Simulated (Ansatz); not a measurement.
For bcc Ta, PBE+SOC (Ansatz, an electronic-structure program, PAW) gives:

```
Property             Result
------------------  -------
lattice constant a  3.319 Å
bulk modulus B0     193 GPa
```

### Question
What does r²SCAN-D4 in Ansatz (PAW) give for the same quantities?

### Answer

- lattice constant a: 3.301 Å (decreases by 0.5 %)
- bulk modulus: 203 GPa (increases by 5.2 %)

For comparison: lattice constant a 3.299 Å (measured, static lattice: zero-point anharmonic expansion removed; as tabulated in Mejia-Rodriguez and Trickey (2018), arXiv:1807.09216); bulk modulus 198 GPa (measured, corrected for temperature and zero-point phonon effects, sources range from 194 to 203; as tabulated in Levämäki et al. (2014), arXiv:1402.3671).

Changes are worked out from the printed values.

Unless a cell is named, each level is at its own relaxed cell (PBE+SOC 18.28, r²SCAN-D4 17.98 Å³/atom).

Levels without +SOC leave out spin–orbit coupling, which shifts energies and cells of such heavy elements.

Ansatz's density-functional and Hartree–Fock values are scalar-relativistic unless marked +SOC, with PAW data made under PBE.
